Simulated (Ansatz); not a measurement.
We consider fcc Ca, described by PBE-D4 (Ansatz, a quantum-chemistry and plane-wave program, plane waves, PAW).

Run with plane-wave cutoff 500 eV, 22×22×22 k mesh, Fermi–Dirac smearing 0.1 eV, scalar-relativistic PAW data made under PBE.

Computed at the level's own relaxed cell.

Q: Give the computed volume per atom and equilibrium lattice constant a.

A: 
* **volume per atom**: 41.51 Å³/atom
* **equilibrium lattice constant a**: 5.496 Å

Measured, for comparison: equilibrium volume per atom 42.81 Å³/atom, lattice constant a 5.553 Å (low-temperature or extrapolated to 0 K; zero-point anharmonic expansion removed; as tabulated in Csonka et al. (2009), arXiv:0903.4037). Computed (rounded) less measured: equilibrium volume per atom -3.0 %, lattice constant a -1.0 %.

Note: a distance lies near a switch of the dispersion term, which can move the cell.

Computed values are for the static lattice.
